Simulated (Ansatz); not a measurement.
# AlH6OSi+ (SMILES [OH2+][AlH][SiH3]): a rigid scan of the dihedral angle H4–O1–Al2–Si3

Aim: the energy along the dihedral angle H4–O1–Al2–Si3, from CCSD(T) and from cheaper methods, relative to the minimum. No other atom is relaxed.

Method: single points in def2-TZVPP; program: Ansatz 0.2.0, Gaussian basis.

Levels: PBE-D4, r2SCAN-D4, PBE0-D4, B3LYP-D4, wB97M-V, Hartree-Fock, MP2, CCSD, CCSD(T). The scan takes 11.9, 34.4, 56.9, 79.4, 101.9, 124.4, 146.9, 169.4°.

Correlated methods freeze the cores. B3LYP uses VWN-RPA correlation.

163 further runs of the same task are left out: 163 set aside as unsound or not needed.

## Step 1: The system as given

The minimum, relaxed at PBE0-D4: 9 atoms, charge 1, spin multiplicity 1.

Atoms are counted from 1 here; the program's logs count them from 0.

Bond lengths: O1–Al2 1.903 Å, O1–H4 0.968 Å, O1–H5 0.969 Å, Al2–Si3 2.443 Å, Al2–H6 1.566 Å, Si3–H7 1.481 Å, Si3–H8 1.485 Å, Si3–H9 1.482 Å. Angles: Al2–O1–H4 126.5°, Al2–O1–H5 123.7°, H4–O1–H5 109.8°, O1–Al2–Si3 110.3°, O1–Al2–H6 100.1°, Si3–Al2–H6 149.6°, Al2–Si3–H7 107.1°, Al2–Si3–H8 106.6°, Al2–Si3–H9 107.0°, H7–Si3–H8 111.6°, H7–Si3–H9 112.4°, H8–Si3–H9 111.6°.

Coordinates:

```xyz
9
charge 1, multiplicity 1
O    -1.2122    0.7736   -1.2044
Al    0.1468    1.0094    0.1067
Si    0.9158   -1.1583    0.9295
H    -1.5676   -0.0695   -1.5199
H    -1.6550    1.5061   -1.6581
H     0.2329    2.5729    0.1355
H     2.3646   -1.2474    0.6328
H     0.1417   -2.1908    0.1945
H     0.6330   -1.1961    2.3834
```

Energies of the minimum (eV), from earlier single points: PBE-D4 -16604.03090, r2SCAN-D4 -16611.65706, PBE0-D4 -16605.58882, B3LYP-D4 -16615.84711, wB97M-V -16612.08215, CCSD(T) -16586.67116.

At the minimum the dihedral angle H4–O1–Al2–Si3 is 0.0°.

## Step 2: H4–O1–Al2–Si3 = 11.9°

pbe-tzvpp/in.yaml reads:

```yaml
crystal:
  periodic: [false, false, false]
  atoms:
    - {symbol: O, position_ang: [-1.212202, 0.773647, -1.204434]}
    - {symbol: Al, position_ang: [0.146796, 1.009412, 0.106656]}
    - {symbol: Si, position_ang: [1.241410, -1.121359, 0.585441]}
    - {symbol: H, position_ang: [-1.567584, -0.069501, -1.519868]}
    - {symbol: H, position_ang: [-1.655027, 1.506125, -1.658125]}
    - {symbol: H, position_ang: [0.013781, 2.547983, 0.367096]}
    - {symbol: H, position_ang: [2.676633, -0.956747, 0.257073]}
    - {symbol: H, position_ang: [0.593651, -2.136502, -0.283664]}
    - {symbol: H, position_ang: [1.019387, -1.410607, 2.021424]}
basis:
  gaussian: {orbitals: def2-TZVPP}
total_charge: 1
hamiltonian: {xc: pbe, dispersion: d4}
output: {forces: true}
```

r2scan-tzvpp/in.yaml differs from pbe-tzvpp/in.yaml so:

```diff
-hamiltonian: {xc: pbe, dispersion: d4}
+hamiltonian: {xc: r2scan, dispersion: d4}
```

pbe0-tzvpp/in.yaml:

```diff
-hamiltonian: {xc: pbe, dispersion: d4}
-output: {forces: true}
+hamiltonian: {xc: pbe0, dispersion: d4}
+output: {forces: true, orbitals: {seedname: orbitals}}
```

b3lyp-tzvpp/in.yaml:

```diff
-hamiltonian: {xc: pbe, dispersion: d4}
+hamiltonian: {xc: {name: B3LYP}, dispersion: d4}
```

wb97mv-tzvpp/in.yaml:

```diff
-hamiltonian: {xc: pbe, dispersion: d4}
-output: {forces: true}
+hamiltonian: {xc: {name: wB97M-V}}
```

ccsdt-tzvpp/in.yaml:

```diff
-hamiltonian: {xc: pbe, dispersion: d4}
-output: {forces: true}
+correlation: {method: ccsd_t}
```

Each run has its own folder and the same command.

Launch:

```
ansatz run in.yaml --threads 2 --pin off --events-out ev --progress --plain --max-ram 4352MiB
```

Further steps of the session: H4–O1–Al2–Si3 = 34.4°; H4–O1–Al2–Si3 = 56.9°; H4–O1–Al2–Si3 = 79.4°; H4–O1–Al2–Si3 = 101.9°; H4–O1–Al2–Si3 = 124.4°; H4–O1–Al2–Si3 = 146.9°; H4–O1–Al2–Si3 = 169.4°.

What does the calculation give? Wanted: highest point, CCSD(T); lowest point, CCSD(T); RMS deviation from CCSD(T); largest T1 diagnostic.

**Answer**, as computed:

| quantity | value |
| --- | --- |
| highest point, CCSD(T) | 28.4 kJ/mol at 79.4° |
| lowest point, CCSD(T) | 0.0 kJ/mol at 0.0° |
| RMS deviation from CCSD(T) | PBE-D4 0.7, r2SCAN-D4 0.3, PBE0-D4 0.9, B3LYP-D4 0.8, wB97M-V 0.5, Hartree-Fock 0.9, MP2 0.3, CCSD 0.1 kJ/mol |
| largest T1 diagnostic | 0.011 |

**Reading.** Over the points sampled the torsion costs at most 28.4 kJ/mol, a hindered rotation that is fast at room temperature. A rigid scan overstates barriers, since nothing else may give way. CCSD follows the CCSD(T) curve best and PBE0-D4 worst.
